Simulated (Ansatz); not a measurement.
# AlPN (doublet): the correlation ladder, cc-pVDZ

The task here is to estimate one member of a computed series from the others.

Program: Ansatz 0.2.0, Gaussian basis. Level of theory: cc-pVDZ, core rule «outside noble gas», up to 11 orbitals frozen. These are calculated values, not measurements.

To be run: UHF; CCSD(T) on ROHF; CCSD(T) on UHF; BCCD(T) on ROHF; CISD; CCSDT(Q) on ROHF; CCSDT(Q) on UHF.

43 further runs of the same task are left out: 17 for a known fault of the program, 10 that didn't finish, 16 set aside as unsound or not needed.

## The geometry

The geometry is a PBE0/def2-TZVP stationary point (not a proven minimum) of the parent state, kept for this charge and spin.

3 atoms, charge 0, spin multiplicity 2.

Atoms are counted from 1 here; the program's logs count them from 0.

Bond lengths: Al1–P2 2.360 Å, Al1–N3 1.763 Å, P2–N3 1.687 Å. Angles: P2–Al1–N3 45.5°, Al1–P2–N3 48.2°, Al1–N3–P2 86.3°.

Set-up of the first run:

Contents of in.yaml:

```yaml
crystal:
  periodic: [false, false, false]
  atoms:
    - {symbol: Al, position_ang: [0.000000, 0.253448, 1.254324]}
    - {symbol: P, position_ang: [0.000000, 0.237157, -1.105408]}
    - {symbol: N, position_ang: [0.000000, -1.012664, 0.028204]}
basis:
  gaussian: {orbitals: cc-pVDZ}
magnetization: {spin_polarized: true, initial_magnetization: 1}
hamiltonian: {xc: hf}
output: {orbitals: {seedname: orbitals}}
```

Command:

```
$ ansatz run in.yaml --threads 1 --pin off --events-out ev --progress --plain --max-ram 2393MiB
```

Steps of the session up to this table: UHF; CCSD(T) on ROHF; CCSD(T) on UHF; BCCD(T) on ROHF; CISD; CCSDT(Q) on ROHF; CCSDT(Q) on UHF.

One table of the session follows, with a row left open; its other results are not shown here.

```
   method  from RCCSDT(Q) (kcal/mol)
     ROHF                    +232.42
     RMP2                     +24.50
     UMP2                     +44.15
     CISD                     +40.49
    RCCSD                     +13.75
    UCCSD                     +13.94
 RCCSD(T)                      +1.86
 UCCSD(T)                      +2.57
  BCCD(T)                      +1.80
   RCCSDT                          ?
   UCCSDT                      +1.54
RCCSDT(Q)                          0
UCCSDT(Q)                      -0.32
```

Q: Estimate the row for RCCSDT from the others.

As computed: from RCCSDT(Q) (kcal/mol): +1.59. In the column «from RCCSDT(Q) (kcal/mol)» it lies between UCCSDT (+1.54) and BCCD(T) (+1.80).

Among the levels timed on like hardware and quicker than the yardstick, those that no quicker one beats, quickest first: CISD (6 s, +40.49 kcal/mol); RCCSD(T) (13 s, +1.86 kcal/mol); BCCD(T) (14 s, +1.80 kcal/mol).

Left out of the table: UHF (another determinant or state than the rows shown).

To keep in mind: The determinant is far from a pure spin state, so its energy mixes those of several spin states (harmless only where they are near-degenerate, as at dissociation). Warnings: spin contamination; coupled cluster took another determinant than the lowest. Restricted and unrestricted rows rest on different reference determinants; where their highest levels disagree by more than a few hundredths of an eV, they describe different states and don't form one ladder.
